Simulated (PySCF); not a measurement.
Rigid-rotor lines calculated for a species of formula [C4H5]- (commonest isotopes; PySCF, PBE0-D3(BJ)/def2-SVP geometry optimisation, gas phase), labelled J(Ka,Kc):

| transition | MHz |
| --- | --- |
| 2(1,2) ← 1(1,1) | 17631.1 |
| 2(1,1) ← 1(1,0) | 18580.6 |
| 2(0,2) ← 1(0,1) | 18098.6 |
| 1(0,1) ← 0(0,0) | 9052.9 |
| 1(1,1) ← 0(0,0) | 32357.7 |

Question: Find the rotational constants.

Answer: 1(0,1) ← 0(0,0) is B + C, 2(1,1) ← 1(1,0) is 3B + C and 2(1,2) ← 1(1,1) is B + 3C, so B − C is half the difference of the last two, 474.8 MHz. 1(1,1) ← 0(0,0) is A + C. A = 28068.6, B = 4763.8, C = 4289.1 MHz.

Question: What moments of inertia, asymmetry and inertial defect follow?

Answer: I = 505379 MHz·u·Å² over each constant: Ia = 18.01, Ib = 106.09, Ic = 117.83 u·Å²; κ = (2B − A − C)/(A − C) = -0.960 (near-prolate asymmetric top); Δ = Ic − Ia − Ib = -6.26 u·Å².

Question: Which dipole components do these lines need?

Answer: μa and μb (a-type: ΔKa even, ΔKc odd; b-type: both odd). The calculation gives |μa| = 7.75 D, |μb| = 1.33 D, |μc| = 0.00 D, about the centre of mass.

Question: Where do these fall, and of which type are they? 2(2,0) ← 2(1,1); 2(1,2) ← 1(0,1); 1(1,0) ← 1(1,1); 1(1,0) ← 1(0,1); 2(2,0) ← 1(1,1); 2(1,1) ← 2(1,2); 2(2,1) ← 2(1,2).

Answer: 
```tsv
transition	MHz	type	branch
1(1,0) ← 1(1,1)	475	a	Q
2(1,1) ← 2(1,2)	1424	a	Q
1(1,0) ← 1(0,1)	23780	b	Q
2(1,2) ← 1(0,1)	40936	b	R
2(2,0) ← 2(1,1)	69921	b	Q
2(2,1) ← 2(1,2)	71339	b	Q
2(2,0) ← 1(1,1)	88977	b	R
```

Question: Which structure gave them?

Answer: `[C-]#CCC`, point group Cs. Three constants can't fix a structure by themselves; this is the one that was computed:
```
atom  x, y, z in Å
C1     2.649   -0.674   -0.278
C2     1.554   -0.082   -0.159
C3     0.256    0.577   -0.016
C4    -0.924   -0.397    0.072
H5     0.224    1.227    0.887
H6     0.054    1.274   -0.860
H7    -0.943   -1.050   -0.816
H8    -1.899    0.123    0.147
H9    -0.811   -1.056    0.948
```

No PBE0-D3(BJ)/def2-SVP frequencies stand behind this structure, so it isn't proved a minimum. Zero-point vibration and centrifugal distortion are left out. A rigid rotor knows nothing of internal rotation, which can split or shift real lines.

Time: 13 s; peak memory 0.33 GiB. Hardware: one thread of an Intel Xeon Platinum 8259CL at 2.50 GHz, shared host. That covers the optimisation of the geometry.
